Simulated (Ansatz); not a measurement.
Potential energy curve for LiH, singlet.

Computed with: RKS-PBE = restricted PBE/cc-pVTZ in Ansatz (an electronic-structure program); UKS-PBE = unrestricted PBE/cc-pVTZ (Ansatz); FCI = full CI/cc-pVTZ, frozen core run with Ansatz.

Energies relative to the lowest point of each curve near equilibrium, in mEh; the last columns give the error against full CI:

```json
[
 {"R / Å": "1.20", "RKS-PBE": "31.2", "UKS-PBE": "31.2", "FCI": "32.7", "RKS-PBE − FCI": "-1.5", "UKS-PBE − FCI": "-1.5"},
 {"R / Å": "1.28", "RKS-PBE": "18.0", "UKS-PBE": "18.0", "FCI": "18.9", "RKS-PBE − FCI": "-0.9", "UKS-PBE − FCI": "-0.9"},
 {"R / Å": "1.36", "RKS-PBE": "9.2", "UKS-PBE": "9.2", "FCI": "9.7", "RKS-PBE − FCI": "-0.5", "UKS-PBE − FCI": "-0.5"},
 {"R / Å": "1.44", "RKS-PBE": "3.7", "UKS-PBE": "3.7", "FCI": "4.0", "RKS-PBE − FCI": "-0.3", "UKS-PBE − FCI": "-0.3"},
 {"R / Å": "1.51", "RKS-PBE": "1.1", "UKS-PBE": "1.1", "FCI": "1.2", "RKS-PBE − FCI": "-0.1", "UKS-PBE − FCI": "-0.1"},
 {"R / Å": "1.52", "RKS-PBE": "0.9", "UKS-PBE": "0.9", "FCI": "1.0", "RKS-PBE − FCI": "-0.1", "UKS-PBE − FCI": "-0.1"},
 {"R / Å": "1.60", "RKS-PBE": "0.0", "UKS-PBE": "0.0", "FCI": "0.0", "RKS-PBE − FCI": "0.0", "UKS-PBE − FCI": "0.0"},
 {"R / Å": "1.65", "RKS-PBE": "0.2", "UKS-PBE": "0.2", "FCI": "0.2", "RKS-PBE − FCI": "0.0", "UKS-PBE − FCI": "0.0"},
 {"R / Å": "1.67", "RKS-PBE": "0.4", "UKS-PBE": "0.4", "FCI": "0.4", "RKS-PBE − FCI": "0.0", "UKS-PBE − FCI": "0.0"},
 {"R / Å": "1.73", "RKS-PBE": "1.5", "UKS-PBE": "1.5", "FCI": "1.5", "RKS-PBE − FCI": "0.0", "UKS-PBE − FCI": "0.0"},
 {"R / Å": "1.86", "RKS-PBE": "5.5", "UKS-PBE": "5.5", "FCI": "5.5", "RKS-PBE − FCI": "0.0", "UKS-PBE − FCI": "0.0"},
 {"R / Å": "1.98", "RKS-PBE": "10.5", "UKS-PBE": "10.5", "FCI": "10.6", "RKS-PBE − FCI": "-0.1", "UKS-PBE − FCI": "-0.1"},
 {"R / Å": "2.11", "RKS-PBE": "16.7", "UKS-PBE": "16.7", "FCI": "17.0", "RKS-PBE − FCI": "-0.3", "UKS-PBE − FCI": "-0.3"},
 {"R / Å": "2.42", "RKS-PBE": "32.7", "UKS-PBE": "32.7", "FCI": "33.4", "RKS-PBE − FCI": "-0.7", "UKS-PBE − FCI": "-0.7"},
 {"R / Å": "2.62", "RKS-PBE": "42.9", "UKS-PBE": "42.9", "FCI": "43.8", "RKS-PBE − FCI": "-0.9", "UKS-PBE − FCI": "-0.9"},
 {"R / Å": "2.91", "RKS-PBE": "56.3", "UKS-PBE": "55.8", "FCI": "57.3", "RKS-PBE − FCI": "-1.0", "UKS-PBE − FCI": "-1.5"},
 {"R / Å": "3.21", "RKS-PBE": "68.3", "UKS-PBE": "65.6", "FCI": "68.7", "RKS-PBE − FCI": "-0.4", "UKS-PBE − FCI": "-3.2"},
 {"R / Å": "3.52", "RKS-PBE": "78.6", "UKS-PBE": "72.6", "FCI": "77.4", "RKS-PBE − FCI": "1.2", "UKS-PBE − FCI": "-4.8"},
 {"R / Å": "3.95", "RKS-PBE": "89.8", "UKS-PBE": "78.9", "FCI": "84.5", "RKS-PBE − FCI": "5.3", "UKS-PBE − FCI": "-5.5"},
 {"R / Å": "4.35", "RKS-PBE": "97.5", "UKS-PBE": "82.4", "FCI": "87.5", "RKS-PBE − FCI": "10.0", "UKS-PBE − FCI": "-5.1"},
 {"R / Å": "4.73", "RKS-PBE": "103.1", "UKS-PBE": "84.3", "FCI": "88.8", "RKS-PBE − FCI": "14.3", "UKS-PBE − FCI": "-4.5"},
 {"R / Å": "5.56", "RKS-PBE": "110.8", "UKS-PBE": "84.9", "FCI": "89.7", "RKS-PBE − FCI": "21.2", "UKS-PBE − FCI": "-4.8"},
 {"R / Å": "6.32", "RKS-PBE": "114.7", "UKS-PBE": "84.9", "FCI": "89.8", "RKS-PBE − FCI": "24.8", "UKS-PBE − FCI": "-4.9"}
]
```

RKS-PBE is furthest from FCI at 6.32 (24.8 mEh, above); its mean absolute error over the points is 3.6 mEh.

UKS-PBE is furthest from FCI at 3.95 (-5.5 mEh, below); its mean absolute error over the points is 1.7 mEh.

The restricted form behind RKS-PBE keeps the bonding electrons paired and can't separate into open-shell fragments. The unrestricted determinant behind UKS-PBE is spin-contaminated at 2.91 to 6.32 Å (<S²> up to 1.0, against 0.00 for a pure singlet).
